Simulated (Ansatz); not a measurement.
Results of LDA (Ansatz, a quantum-chemistry and plane-wave program, plane waves, PAW) for hcp Dy.

Run with plane-wave cutoff 500 eV, 24×24×14 k mesh (along the axes of the cell as run), Fermi–Dirac smearing 0.1 eV, spin-polarised with parallel moments, scalar-relativistic PAW data made under PBE.

Computed at the level's own relaxed cell.

Task: Give the computed volume per atom, lattice parameter a, lattice parameter c and magnetic moment per atom (the cell's total over its atoms).

Result: 
volume per atom: 27.26 Å³/atom
lattice parameter a: 3.402 Å
lattice parameter c: 5.438 Å
magnetic moment per atom (the cell's total over its atoms): 4.68 μB

Measured, for comparison: equilibrium volume per atom 31.56 Å³/atom (room temperature, no zero-point or thermal correction; as tabulated in Söderlind et al. (2014), doi:10.1088/0953-8984/26/41/416001); lattice constant a 3.592 Å, lattice parameter c 5.650 Å (293 K, no zero-point or thermal correction; as tabulated in Wikipedia's data pages). Computed (rounded) less measured: equilibrium volume per atom -13.6 %, lattice constant a -5.3 %, lattice parameter c -3.8 %.

Note: the 4f shell is treated without U or exact exchange, so its levels and filling can be wrong; the collinear magnetic order is the start's and need not be the measured one.

Moments are spin moments.

Spin–orbit coupling is not included.

Static lattice: no zero-point or thermal effects.

It cost roughly 11 core-minutes of CPU time.
